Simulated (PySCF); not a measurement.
## J couplings in C₂H₇B

Bonds (- single, = double, # triple, : aromatic): B1-C2 1.557 Å, C2-C3 1.524 Å. B1 carries H4, H5; C2 carries H6, H7; C3 carries H8, H9, H10.

Indirect spin–spin couplings were computed at B3LYP/pcJ-1 (spin–dipole term only in couplings to heteroatoms) (PySCF 2.14.0 with density-fitted response routines) on a PBE0-D3(BJ)/def2-SVP structure, for the isolated molecule, without vibrational or relativistic corrections. Couplings are averaged over pairs made equivalent by symmetry, fast rotation or ring inversion, so a value needn't be that of the named pair in this geometry, while other rotamers aren't included; one pair stands for each set, and the list holds those of at least 0.8 Hz over up to four bonds.

Isotopes: 11B, 1H, 13C.

```json
{"pair": "B1, C2", "bonds": "1", "J (Hz)": "51.1"}
{"pair": "B1, H4", "bonds": "1", "J (Hz)": "?"}
{"pair": "C2, C3", "bonds": "1", "J (Hz)": "38.4"}
{"pair": "C2, H6", "bonds": "1", "J (Hz)": "116.1"}
{"pair": "C3, H8", "bonds": "1", "J (Hz)": "132.1"}
{"pair": "B1, C3", "bonds": "2", "J (Hz)": "-1.3"}
{"pair": "B1, H6", "bonds": "2", "J (Hz)": "?"}
{"pair": "C2, H4", "bonds": "2", "J (Hz)": "?"}
{"pair": "C2, H8", "bonds": "2", "J (Hz)": "-3.2"}
{"pair": "C3, H6", "bonds": "2", "J (Hz)": "?"}
{"pair": "H4, H5", "bonds": "2", "J (Hz)": "?"}
{"pair": "H6, H7", "bonds": "2", "J (Hz)": "-24.2"}
{"pair": "H8, H9", "bonds": "2", "J (Hz)": "-14.2"}
{"pair": "B1, H8", "bonds": "3", "J (Hz)": "6.1"}
{"pair": "C3, H4", "bonds": "3", "J (Hz)": "8.8"}
{"pair": "H4, H6", "bonds": "3", "J (Hz)": "1.3"}
{"pair": "H6, H8", "bonds": "3", "J (Hz)": "8.3"}
```

Question: Estimate the withheld couplings, with signs.

Answer: 
- 1J(B1,H4) = 133.6 Hz (bond length 1.212 Å)
- 2J(B1,H6) = -4.8 Hz (angle at C2 106°)
- 2J(C2,H4) = 5.4 Hz (mean over equivalent pairs that range from 4.5 to 6.3 Hz in this conformer)
- 2J(C3,H6) = -2.4 Hz (angle at C2 111°)
- 2J(H4,H5) = 5.9 Hz (angle at B1 118°)
